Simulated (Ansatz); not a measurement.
Elastic constant C11 (GPa) of solids drawn from the class of alkali halides, at two levels: PBE in Ansatz (plane waves, PAW), and HSE06 in Ansatz (plane waves, PAW).

```json
[
 {"solid": "rock-salt RbCl", "PBE": "31.7", "HSE06": "34.1"},
 {"solid": "rock-salt KCl", "PBE": "36.1", "HSE06": "38.8"},
 {"solid": "rock-salt NaI", "PBE": "29.5", "HSE06": "?"},
 {"solid": "rock-salt KI", "PBE": "24.1", "HSE06": "25.7"},
 {"solid": "rock-salt LiBr", "PBE": "42.1", "HSE06": "44.8"},
 {"solid": "rock-salt LiCl", "PBE": "51.6", "HSE06": "55.4"},
 {"solid": "rock-salt NaCl", "PBE": "47.2", "HSE06": "50.7"},
 {"solid": "rock-salt NaF", "PBE": "90.0", "HSE06": "101"},
 {"solid": "rock-salt LiF", "PBE": "108", "HSE06": "123"},
 {"solid": "rock-salt KBr", "PBE": "30.3", "HSE06": "32.5"}
]
```

**Question.** Estimate the withheld HSE06 value from the other rows.

**Answer.** One way: carry over the typical ratio. The ratios HSE06 / PBE of the other rows, in order: 1.064, 1.066, 1.073, 1.074, 1.074, 1.075, 1.076, 1.122, 1.139; median 1.074. Rock-salt NaI: 29.5 × 1.074 = 31.7 GPa; the run gives 31.3 GPa. The ratios spread from 1.064 to 1.139, so such an estimate is rough. Rock-salt NaI lies outside that spread.

Over all 10 rows HSE06 is the larger in 10.

Spin–orbit coupling is left out, also for the solids with elements from indium on (rock-salt NaI, rock-salt KI); its size isn't shown.

Each level is taken at its own relaxed cell. Ansatz's density-functional and Hartree–Fock values are scalar-relativistic unless marked +SOC, with PAW data made under PBE.

Ansatz is a program for electronic structure.
